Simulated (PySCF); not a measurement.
Species: C5H8O.
SMILES: `C=CC(=O)CC`

A linear-response calculation (PySCF, def2-SVPD basis, gas phase, vertical, core orbitals frozen in the response) gave these numbers; the functional is withheld.

Orbital energies (eV): HOMO-3 -12.16, HOMO-2 -11.72, HOMO-1 -10.22, HOMO -9.34, LUMO 0.07, LUMO+1 2.29, LUMO+2 2.74.

```tsv
state	E (eV)	f	main configurations (H = HOMO, L = LUMO)
S1	3.88	0.0001	H→L (94%)
S2	6.33	0.341	H-1→L (94%)
S3	7.11	0.0008	H-3→L (30%), H→L+4 (25%), H-4→L (25%)
S4	7.54	0.0022	H→L+4 (43%), H-3→L (20%), H→L+3 (9%)
S5	7.60	0.014	H→L+1 (39%), H-2→L (33%), H→L+4 (9%)
S6	7.70	0.101	H-2→L (55%), H→L+1 (27%)
```

Triplets, Tamm–Dancoff:

```tsv
state	E (eV)	λ (nm)	main configurations (H = HOMO, L = LUMO)
T1	3.39	365.7	H→L (92%)
T2	3.84	322.5	H-1→L (93%)
T3	5.96	208.1	H-5→L (41%), H-2→L (34%), H-1→L+4 (10%)
T4	6.77	183.2	H-4→L (29%), H-3→L (24%), H→L+4 (20%)
```

Vertical ionisation energy by ΔSCF with the same functional: 9.54 eV. Mean static polarisability: 64.9 au.

Question: Which of these was used?
A. B3LYP
B. PBE
C. HF
D. wB97X-D

Answer: D. wB97X-D is range-separated, 22% exact exchange at short range and 100% at long range (ω = 0.2 bohr⁻¹). In this run −ε(HOMO) = 9.34 eV differs from the ΔSCF value by -0.20 eV, and S1 differs from the orbital gap of 9.41 eV by -5.53 eV. The ratio −ε(HOMO)/IP is 0.98. Small neutral molecules mostly give 0.89 to 0.99 with wB97X-D, 0.5 to 0.7 with PBE, 0.67 to 0.83 with B3LYP; Hartree–Fock can't fall below 1, since the ion's relaxation only lowers the ΔSCF value.

Method used: TDDFT wB97X-D/def2-SVPD, vertical, gas phase, core orbitals frozen in the response (PySCF). Isolated species at its PBE0-D3(BJ)/def2-SVP geometry (one conformer only).

Shape of the structure used: `[CH2:1]=[CH:2][C:3](=[O:4])[CH2:5][CH3:6]`: C1–C2–C3–O4 178°, C2–C3–C5–C6 179°.
